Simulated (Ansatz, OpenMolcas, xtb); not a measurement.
## HNO2 (SMILES O=NO): methods side by side

The species is HNO2 (4 atoms), meant as a singlet with charge 0. SMILES: `O=NO`. The coordinates come from a PBE0-D4/def2-TZVP relaxation.

```xyz
4

O     0.4137    0.0472    1.4373
N     0.3201   -0.4194    0.3774
O    -0.3626    0.4347   -0.4926
H    -0.3711   -0.0625   -1.3220
```

Quantity: the atomisation enthalpy at 298 K, in kJ/mol. The values are calculated. The thermal term (zero-point and 298 K enthalpy, harmonic and unscaled) is that of B2PLYP/cc-pVTZ; the spin-orbit lowering of the free atoms at 298 K, 0.8 kJ/mol by their spectra, is taken off.

Measured value to compare with: Active Thermochemical Tables gives the atomisation enthalpy at 298 K of the gas as 1268 kJ/mol.

```
              level                    kind     program  value (kJ/mol)  computed − measured
           GFN0-xTB          semi-empirical         xtb            1868                 +600
    SVWN5/def2-TZVP                     LDA      Ansatz            1664                 +396
   revPBE/def2-TZVP                     GGA      Ansatz            1318                  +50
   r2SCAN/def2-TZVP                meta-GGA  OpenMolcas            1274                   +6
  r2SCAN0/def2-TZVP         hybrid meta-GGA      Ansatz            1166                 -102
CAM-B3LYP/def2-TZVP  range-separated hybrid      Ansatz            1267                   -1
 PBE-QIDH/def2-TZVP           double hybrid      Ansatz            1203                  -65
      MP2/def2-TZVP     perturbation theory      Ansatz            1255                  -13
  CCSD(T)/def2-TZVP   coupled cluster or CI      Ansatz            1186                  -82
         FCI/STO-3G      exact in the basis      Ansatz             762                 -506
```

Nearest: CAM-B3LYP/def2-TZVP (-1 kJ/mol); farthest: GFN0-xTB (+600 kJ/mol). Computed less measured by kind, in kJ/mol (of the ab initio rows, those in def2-TZVP): semi-empirical +600; LDA +396; GGA +50; meta-GGA +6; global hybrid -102; range-separated hybrid -1; double hybrid -65; perturbation theory -13; coupled cluster or CI -82. In a finite basis correlated wave-function methods underbind, so their errors here aren't those of the basis-set limit. GFN0-xTB: no spin polarisation, so open shells miss the exchange term that lowers them. High-level rows in very small sets aren't better than simpler rows in larger ones.
